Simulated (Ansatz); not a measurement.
**CH4Si (SMILES C[SiH]): the energy, rung by rung**

CH4Si has 6 atoms, charge 0, and is taken as a singlet. SMILES: `C[SiH]`. The coordinates come from a PBE0-D4/def2-TZVP relaxation.

```xyz
6

C    -0.0935   -0.3660   -0.3703
Si    0.9173    0.2098    1.1223
H    -1.1569   -0.4101   -0.1022
H     0.2150   -1.3356   -0.7630
H    -0.0240    0.3820   -1.1708
H     0.1422    1.5200    1.2840
```

Quantity: the energy change with the C1–H5 bond stretched from 1.098 to 2.196 Å, in eV. The values are calculated.

```csv
level,kind,program,value (eV),less FCI/STO-3G,CPU time (all runs)
revPBE/STO-3G (restricted),GGA,Ansatz,5.00,+0.44,2.2 s
PBE0/STO-3G (restricted),global hybrid,Ansatz,5.82,+1.26,1.7 s
r2SCAN0/STO-3G (restricted),hybrid meta-GGA,Ansatz,6.03,+1.47,4.2 s
wB97X/STO-3G (restricted),range-separated hybrid,Ansatz,6.16,+1.60,7.9 s
MP2/STO-3G (restricted),perturbation theory,Ansatz,5.72,+1.16,0.19 s
CCSD(T)/STO-3G (restricted),coupled cluster or CI,Ansatz,4.57,+0.01,0.24 s
CCSDT(Q)/STO-3G (restricted),coupled cluster or CI,Ansatz,4.56,0.00,0.54 s
CCSDT/STO-3G (restricted),coupled cluster or CI,Ansatz,4.56,0.00,0.4 s
FCI/STO-3G,exact in the basis,Ansatz,4.56,0.00,7.8 s
```

FCI/STO-3G is exact within its basis and frozen core, so for wave-function methods in that basis the difference is their error; functionals converge differently with the basis, so for them it is only a difference. The first shape isn't each level's own minimum. The values span 4.56 to 6.16 eV. All rows use very small basis sets, so none should be taken for the real molecule's value. In so small a basis fixed costs decide the times, and correlated methods can beat functionals. Times are those of the runs behind each value, whatever else they computed, on shared processors of several kinds: orders of magnitude only.
